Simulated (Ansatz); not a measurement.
A nudged elastic band was laid between two geometries of BClH2 + H2 (6 atoms, charge 0, multiplicity 1).

Theory: RKS BLYP-D4/def2-SVP in Ansatz.

| Property | Result |
| --- | --- |
| movable images | 7 |
| climbing image | yes |
| spring | 5.0 eV/Å² |
| optimiser | fire |
| start path | through a guess of the saddle point |
| force threshold | 0.05 eV/Å |
| iteration limit | 60 |
| end points | relaxed |

First end point:

```xyz
6
Properties=species:S:1:pos:R:3
B -0.013 0.505 0.167
Cl -0.032 1.033 1.844
H 1.057 0.376 -0.376
H -1.071 0.304 -0.379
H 0.100 -2.571 0.439
H 0.077 -2.318 1.162
```

Last end point:

```xyz
6
Properties=species:S:1:pos:R:3
B 0.029 -0.275 -0.332
Cl 0.033 -0.120 2.161
H 1.034 0.384 -0.482
H -1.058 0.238 -0.482
H 0.115 -1.486 -0.328
H -0.036 -1.411 2.319
```

**Question.** Which bonds break or form, and what moves?

**Answer.** Bonds broken: B1–Cl2, H5–H6. Bonds formed: B1–H5, Cl2–H6. BClH2 + H2 becomes BH3 + ClH.

**Question.** What energy profile does the band end with?

**Answer.** The run converged. The highest image is number 5 of 0 to 8, 1.00 eV above the first end and 0.25 eV above the last; the last end lies 0.75 eV above the first. Another band between the same ends (7 images) ends at a top of the same energy, where a vibrational analysis finds 1 clearly imaginary mode. The orbitals stay closed-shell, which can raise the energy where a bond breaks towards radicals; this wasn't checked here.

```json
{"image": "0", "path coordinate (Å)": "0.00", "energy (eV)": "0.00", "B1–Cl2 (Å)": "1.76", "H5–H6 (Å)": "0.77", "B1–H5 (Å)": "3.09"}
{"image": "1", "path coordinate (Å)": "0.46", "energy (eV)": "0.02", "B1–Cl2 (Å)": "1.76", "H5–H6 (Å)": "0.77", "B1–H5 (Å)": "2.69"}
{"image": "2", "path coordinate (Å)": "0.93", "energy (eV)": "0.08", "B1–Cl2 (Å)": "1.77", "H5–H6 (Å)": "0.77", "B1–H5 (Å)": "2.26"}
{"image": "3", "path coordinate (Å)": "1.39", "energy (eV)": "0.27", "B1–Cl2 (Å)": "1.81", "H5–H6 (Å)": "0.78", "B1–H5 (Å)": "1.83"}
{"image": "4", "path coordinate (Å)": "1.85", "energy (eV)": "0.62", "B1–Cl2 (Å)": "1.93", "H5–H6 (Å)": "0.86", "B1–H5 (Å)": "1.47"}
{"image": "5", "path coordinate (Å)": "2.31", "energy (eV)": "1.00", "B1–Cl2 (Å)": "2.18", "H5–H6 (Å)": "1.16", "B1–H5 (Å)": "1.28"}
{"image": "6", "path coordinate (Å)": "2.77", "energy (eV)": "0.86", "B1–Cl2 (Å)": "2.51", "H5–H6 (Å)": "1.62", "B1–H5 (Å)": "1.23"}
{"image": "7", "path coordinate (Å)": "3.23", "energy (eV)": "0.79", "B1–Cl2 (Å)": "2.55", "H5–H6 (Å)": "2.10", "B1–H5 (Å)": "1.22"}
{"image": "8", "path coordinate (Å)": "3.69", "energy (eV)": "0.75", "B1–Cl2 (Å)": "2.50", "H5–H6 (Å)": "2.65", "B1–H5 (Å)": "1.21"}
```

**Question.** What is the geometry of the highest image?

**Answer.** 
```xyz
6
Properties=species:S:1:pos:R:3
B 0.015 -0.271 0.012
Cl -0.001 0.042 2.174
H 1.077 0.154 -0.362
H -1.069 0.086 -0.370
H 0.056 -1.545 0.159
H 0.040 -1.136 1.244
```

The band took 47 iterations and about 4 core-minutes.

Run time: 3.8 min on 1 thread of Arm Neoverse V2, on a shared host, peak memory 0.094 GiB.
